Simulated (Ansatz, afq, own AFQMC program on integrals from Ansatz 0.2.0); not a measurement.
**CH₂, singlet: AFQMC among the cluster methods**

```json
{"atom": "C", "x (Å)": "0.0000", "y (Å)": "-0.1011", "z (Å)": "0.0000"}
{"atom": "H", "x (Å)": "0.0000", "y (Å)": "0.6021", "z (Å)": "-0.8621"}
{"atom": "H", "x (Å)": "0.0000", "y (Å)": "0.6021", "z (Å)": "0.8621"}
```

Basis cc-pVDZ. Noble-gas cores (and the filled d shells of Ga–Kr and In–Xe) are frozen. AFQMC by an in-house program on the Cholesky factors that Ansatz 0.2.0 writes for its CCSD(T) run. ph-AFQMC/CISD is guided by a CISD state made of CCSD amplitudes; releasing the constraint for a short imaginary time cuts its bias at the price of noise, slowly where states lie close. Uncertainties: one standard error, sampling alone.

Determinant: RHF, the one that the program's search chose, which needn't be the lowest solution. The geometry is a point of a scan.

Full CI on the same integrals is exact in this basis and with this determinant's frozen core.

Cautions: another spin lies lower; restricted determinant unstable towards unrestricted (UHF 496 meV lower, ⟨S²⟩ 0.71).

```
T1 diagnostic                               : 0.0088
weight of the determinant in the CISD state : 0.922
size of the correlated space                : 6 electrons in 23 orbitals
```

Reference: full CI, correlation energy -3.868 eV. The released energy is read at 2.40 1/Eh (meV from the phaseless value at times in 1/Eh: -1.0 ± 1.9 at 0.24, -1.4 ± 1.6 at 0.51, -2.7 ± 1.9 at 0.99, -8.4 ± 2.0 at 1.62, -8 ± 3 at 2.40).

| level | E − E(reference) (kJ/mol) | share of correlation (%) |
| --- | --- | --- |
| HF | 373.2 | 0.00 |
| MP2 | 83.6 | 77.60 |
| CCSD | 10.0 | 97.32 |
| CCSD(T) | 2.4 | 99.36 |
| CCSDT | 0.5 | 99.87 |
| CCSDT(Q) | 0.1 | 99.98 |
| CCSDTQ | 0.0 | 100.00 |
| ph-AFQMC/HF | -5.6 ± 2.0 | 101.50 |
| ph-AFQMC/CISD | 0.4 ± 0.2 | 99.90 |
| released AFQMC | -0.4 ± 0.3 | 100.10 |

CCSDT and higher add their correlation energy to the determinant of the CCSD(T) run, since their own runs factorise the integrals more tightly (a shift of under 2 meV). A walk keeps the symmetry of its determinant, which the program's search chose and which needn't be the lowest solution, so a lower state of the same spin and another symmetry isn't excluded. Released energies are given only where the last usable release times agree within the noise; a slower fall can still hide under it.
